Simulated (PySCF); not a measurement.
**Towards the basis-set limit for SF−**

The task here is to estimate one member of a computed series from the others.

Computed with PySCF 2.14.0. Level: CCSD(T) on RHF, no relativity in the base curves; scalar relativity is added as a correction.

2 further runs of the same task are left out: 2 set aside as unsound or not needed.

Set-up of the first run:

* molecule: SF−
* state: singlet, unpaired electrons none
* smaller basis: S aug-cc-pV(D+d)Z, F aug-cc-pVDZ
* larger basis: S aug-cc-pV(T+d)Z, F aug-cc-pVTZ
* frozen core orbitals: 6
* extrapolation: correlation as n⁻³ (n = 2, 3), Hartree–Fock as (n+1)·exp(−9√n)
* corrections: core–valence correlation, scalar relativity
* distances (Å): 1.5369, 1.6068, 1.6767, 1.7465, 1.8164, 1.9037, 1.9910
* masses (u): 31.9721, 18.9984
* dissociation limit: S + F−

The run is started by

```bash
$ OMP_NUM_THREADS=4 python comp.py task.json out
```

One of the session's tables, all rows but one given; the rest of the session is left out.

Parts of the energy along the bond, in eV from S + F−:

| R (Å) | HF/CBS | CCSD corr. | (T) | core–valence | relativity |
| --- | --- | --- | --- | --- | --- |
| 1.5369 | -1.205 | -0.758 | -0.0666 | -0.0161 | 0.0124 |
| 1.6068 | -1.428 | -0.814 | -0.0820 | -0.0104 | 0.0112 |
| 1.6767 | ? | ? | ? | ? | ? |
| 1.7465 | -1.445 | -0.917 | -0.1148 | -0.0025 | 0.0086 |
| 1.8164 | -1.325 | -0.961 | -0.1318 | 0.0003 | 0.0074 |
| 1.9037 | -1.111 | -1.008 | -0.1529 | 0.0030 | 0.0061 |
| 1.9910 | -0.859 | -1.045 | -0.1737 | 0.0050 | 0.0051 |

Q: Estimate the row for R (Å) = 1.6767 from the others.

Worked estimate for «HF/CBS». A straight line through the neighbours (1.6068, -1.428) and (1.7465, -1.445) gives -1.428 + (-1.445 + 1.428) × (1.6767 − 1.6068) / (1.7465 − 1.6068) = -1.437; a parabola fitted to 4 rows on both sides gives -1.494.

The run gave: HF/CBS: -1.491; CCSD corr.: -0.868; (T): -0.0982; core–valence: -0.0060; relativity: 0.0098. In «HF/CBS» the line misses by +0.054 and the parabola by -0.003.

To keep in mind: An extrapolation from double and triple zeta is rough, so this isn't yet the limit.
